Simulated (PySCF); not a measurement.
## Structure from NMR data

An unknown has the formula C$_{2}$H$_{2}$N$_{2}$. Its calculated NMR data are:

1H NMR (300 MHz, computed): δ 12.15 (br s, 1H), 7.71 (s, 1H).

13C{1H} NMR (computed): δ 152.3 (CH), 118.3 (C).

Theory: NMR shieldings at B97-2/pcSseg-2/GIAO, geometry: PBE0-D3(BJ)/def2-TZVP, in PySCF 2.14.0 with density-fitted response routines (gas phase, one conformer, relativity neglected).

Scale: 1H and 13C against TMS (reference shieldings calculated alike).

Task: Deduce the structure.

Result: 
1. Rings plus π bonds: 3 (no ring in the answer).
2. 2 carbon signals for 2 carbons: no two carbons are equivalent.
3. Carbon types of the structure: 1 × C, 1 × CH, leaving 1 H on heteroatoms.
4. δC 152.3: C=N carbon.
5. δC 118.3: nitrile carbon; typical of a nitrile.
6. δH 12.15: hydrogen on an imine nitrogen; exchangeable, gas-phase position.
7. δH 7.71: hydrogen on a C=N carbon.

These data were computed for C-Cyanomethanimine ([H]/N=C\C#N).

OH and NH positions are those of a molecule without intermolecular hydrogen bonds; in solution they move with solvent, concentration and temperature, and exchange usually removes their couplings. Shifts are as computed. Against solution values, carbons near 30 ppm lie about +3 ppm off and those near 130 ppm about +7 ppm. Of 1211 compounds with measured shifts, 218 miss one by over three times the rms of a fit or turn the order of signals round; such compounds aren't used in these exercises.
